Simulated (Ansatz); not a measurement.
## Ansatz (development build ahead of 0.2.0) run

```yaml
crystal:
  periodic: [false, false, false]
  atoms:
    - { symbol: Li, position_ang: [0.0, 0.0, -3.16] }
    - { symbol: O, position_ang: [0.0, 0.0, 0.0] }
    - { symbol: H, position_ang: [0.0, 0.0, 0.95] }
basis:
  gaussian: { orbitals: def2-SVP }
magnetization:
  spin_polarized: true
hamiltonian:
  xc: hf
scf:
  omitted_lower_state_checks: [stability, starts, atomic_configurations, cluster_reference, orbital_swaps, given_window_search, neighbouring_geometries, increment]
output:
  forces: true
```

The input is written out in the form of the current development build from the run's settings.

The run gave:

```yaml
Converged: yes
Total_energy: -82.69251 hartree
Spin_squared_of_the_determinant: 0.000
```

Forces (eV/Å):
```csv
atom,Fx,Fy,Fz
Li1,0.000,0.000,2.012
O2,0.000,0.000,-1.840
H3,0.000,0.000,-0.172
```

This is not the lowest solution: another run reaches a determinant 1.61 eV lower.
